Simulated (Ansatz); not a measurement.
A nudged elastic band was laid between two geometries of AlH3O2 + H2 (8 atoms, charge 0, multiplicity 1).

Theory: RKS PBE-D4/def2-SVP (Ansatz 0.2.0).

| Quantity | Value |
| --- | --- |
| movable images | 5 |
| climbing image | yes |
| spring | 5.0 eV/Å² |
| optimiser | quadratic models (default) |
| start path | through a guess of the saddle point |
| force threshold | 0.5 eV/Å |
| iteration limit | 60 |
| end points | relaxed |

Image 0:

```xyz
8
Properties=species:S:1:pos:R:3
Al 0.014 -0.247 0.179
O -0.008 -0.531 1.879
H -0.795 -0.658 2.429
H 1.421 -0.094 -0.519
O -1.367 -0.263 -0.843
H -2.283 -0.425 -0.577
H -0.021 2.300 0.573
H 0.035 1.919 1.244
```

Image 6:

```xyz
8
Properties=species:S:1:pos:R:3
Al 0.114 0.526 -0.092
O -0.035 0.099 1.888
H -0.953 -0.233 1.618
H 1.248 -0.396 -0.747
O -1.544 -0.147 -0.053
H -1.844 -0.863 -0.635
H 0.190 2.128 -0.063
H -0.178 0.888 2.448
```

Task: What changes between the two ends?

Result: Bonds broken: H7–H8. Bonds formed: Al1–H7, O2–H8. AlH3O2 + H2 becomes AlH5O2.

Task: Give the energies along the band, and the barrier.

Result: It converged. The highest image is number 3 of 0 to 6, 0.76 eV above the first end and 0.64 eV above the last; the last end lies 0.12 eV above the first. The threshold of 0.5 eV/Å is loose, so the images may lie well off the minimum-energy path. The order of the stationary point at the top wasn't checked. The orbitals stay closed-shell, which can raise the energy where a bond breaks towards radicals; this wasn't checked here.

```csv
image,path coordinate (Å),energy (eV),H7–H8 (Å),Al1–H7 (Å),O2–H8 (Å)
0,0.00,0.00,0.77,2.58,2.53
1,0.62,0.08,0.78,2.40,2.28
2,1.24,0.22,0.80,2.16,1.96
3,1.86,0.76,1.04,1.80,1.31
4,2.44,0.36,1.71,1.64,1.01
5,3.02,0.19,2.32,1.61,0.98
6,3.61,0.12,2.82,1.60,0.98
```

Task: What is the geometry of the highest image?

Result: 
```xyz
8
Properties=species:S:1:pos:R:3
Al -0.044 0.193 0.077
O 0.047 0.004 1.950
H -0.845 -0.192 2.301
H 1.227 -0.272 -0.760
O -1.688 -0.036 -0.450
H -1.791 -0.810 -1.033
H 0.062 1.864 0.723
H 0.029 1.251 1.556
```

The run took 18 s on 1 thread of AMD EPYC 9R45 96-Core Processor (Zen 5) (shared host), peak memory 0.14 GiB.
